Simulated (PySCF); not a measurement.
**Static response to an electric field**

Species: 3-hydroxypropionitrile, C₃H₅NO.
SMILES with atom numbers: `[N:1]#[C:2][CH2:3][CH2:4][OH:5]` (hydrogens: H6, H7 on C3; H8, H9 on C4; H10 on O5)

Geometry (PBE0-D3(BJ)/def2-SVP, Å), atoms numbered from 1 in this order:
```
atom  x, y, z in Å
N1    -1.7009    1.8322    0.3167
C2    -1.3288    0.7549    0.1140
C3    -0.7654   -0.5655   -0.1363
C4     0.7450   -0.4793   -0.3898
O5     1.4368    0.0777    0.6812
H6    -0.9601   -1.1999    0.7428
H7    -1.2795   -1.0198   -0.9987
H8     0.9211    0.0660   -1.3374
H9     1.1282   -1.5019   -0.5281
H10    1.1743    1.0018    0.7697
```

Level: PBE0/def2-SVPD (PySCF), static field, nuclei fixed, core orbitals frozen in the response. The polarisability tensor in these axes (au):

```
x   45.53 -5.78 -0.61
y   -5.78 50.96  3.66
z   -0.61  3.66 39.24
```

Q: Diagonalise the tensor; give its mean and Δα, where Δα² is half the sum of the squared differences of the eigenvalues.

A: Principal values 38.00, 42.37 and 55.36 au; mean 45.24 au = 6.70 Å³ = 7.46 × 10⁻⁴⁰ C²·m²/J; Δα = 15.64 au (35 % of the mean).

Q: What is the dipole moment, and where does it point?

A: (0.48, -2.80, -1.57) D, 3.24 D in size, pointing from the negative to the positive side. Measured along this direction, the outermost atoms are N1 at the negative end and H9 at the positive end.

Q: Rayleigh depolarisation ratio (linearly polarised light, static tensor)?

A: ρ = 3Δα²/(45ᾱ² + 4Δα²) = 733.6/(92119 + 978.1) = 0.00788.

Q: Refractivity n − 1 of an ideal gas of it at 400 K and 1 atm, from the electronic α?

A: N = p/kT = 1.8347 × 10¹⁹ cm⁻³, so n − 1 = 2π × N × 6.70 × 10⁻²⁴ cm³ = 773 × 10⁻⁶ at long wavelengths, for an ideal gas.

Q: Find the Langevin capture rate constant for O2+ (31.990 u) meeting this molecule (71.037 u), k = 2.342 × 10⁻⁹ cm³/s × √(α in Å³ / reduced mass in u).

A: The reduced mass is 22.06 u, so k = 1.29 × 10⁻⁹ cm³/s. The formula leaves out the permanent dipole, which adds to the capture rate.

Geometry: PBE0-D3(BJ)/def2-SVP, one conformer, isolated molecule.

These values come from a run that also computed excited states and ΔSCF ions. The run took 49 s wall on an Arm Neoverse V1 with one thread, no GPU (shared host).
